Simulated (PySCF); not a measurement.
# A basis-limit estimate, worked out

An elementary step of C$_{2}$H$_{5}$Al, singlet (C₂H₂ (C#C) + AlH₃ → C₂H₅Al ([CH2][CH][AlH2]); bonds formed: Al1–C5, H2–C6; bonds broken: Al1–H2). “Start” is the structure reached by relaxing down from the saddle towards the reactants; PBE0-D4/def2-TZVP structures. The saddle:

```
8
angstrom
Al -0.8015 -0.5946 -0.4317
H -0.4529 -0.9968 1.1195
H -0.2630 -1.6642 -1.4720
H -2.1544 0.2238 -0.5580
C 0.7347 0.8812 -0.2917
C 0.8003 0.3939 0.8397
H 1.0462 1.5667 -1.0540
H 1.0905 0.1900 1.8481
```

Program: PySCF 2.14 with density fitting (its default auxiliary sets; JK sets also for MP2 and CCSD(T)). Basis: def2-TZVPP and def2-QZVPP. Cores are frozen in the correlated methods.

Energies in eV:

| quantity | saddle | start |
| --- | --- | --- |
| Hartree–Fock, triple zeta (X = 3) | -8720.49996 | -8721.27557 |
| Hartree–Fock, quadruple zeta (X = 4) | -8720.80058 | -8721.57240 |
| MP2 correlation, X = 3 | -11.35992 | -11.14086 |
| MP2 correlation, X = 4 | -12.03961 | -11.81576 |
| CCSD(T) correlation, X = 3 | -12.91871 | -12.64394 |

Q: Work out the barrier at the basis limit: extrapolate Hartree–Fock as E(X) = E∞ + A exp(−7.88 √X) and the MP2 correlation as E(X) = E∞ + B X^−2.97 (the exponents that Neese and Valeev fitted for def2-TZVPP and QZVPP), then add CCSD(T) − MP2 in triple zeta.

A: Each step is linear, so take the differences first (saddle − start): Hartree–Fock 0.77561 (X = 3) and 0.77182 (X = 4); MP2 correlation -0.21906 and -0.22385; CCSD(T) correlation -0.27477.
Two points give E∞ = E(4) + w [E(4) − E(3)], with w = 1/(exp(7.88 (2 − √3)) − 1) = 0.1377 for Hartree–Fock and w = 1/((4/3)^2.97 − 1) = 0.7407 for the correlation.
Hartree–Fock: 0.77182 + 0.1377 × (-0.00379) = 0.7713 eV.
MP2 correlation: -0.22385 + 0.7407 × (-0.00479) = -0.2274 eV.
CCSD(T) − MP2: -0.27477 − (-0.21906) = -0.0557 eV.
Sum: 0.7713 + (-0.2274) + (-0.0557) = 0.4882 eV, or 11.26 kcal/mol. Plain CCSD(T) in triple zeta gives 0.5008 eV, so the larger basis shifts the result by -0.0126 eV.

No T1 diagnostic of these runs exceeds 0.019.

Labels in which every atom is bracketed show which atoms are joined, not bond orders.

For scale, one of the runs: CCSD(T)/def2-TZVPP, 174 basis functions, launched by `OMP_NUM_THREADS=4 python run.py`. Time: 2.5 min of wall clock on 4 CPU threads of an Arm Neoverse V1; the host was shared. Peak host memory: 1.2 GiB.
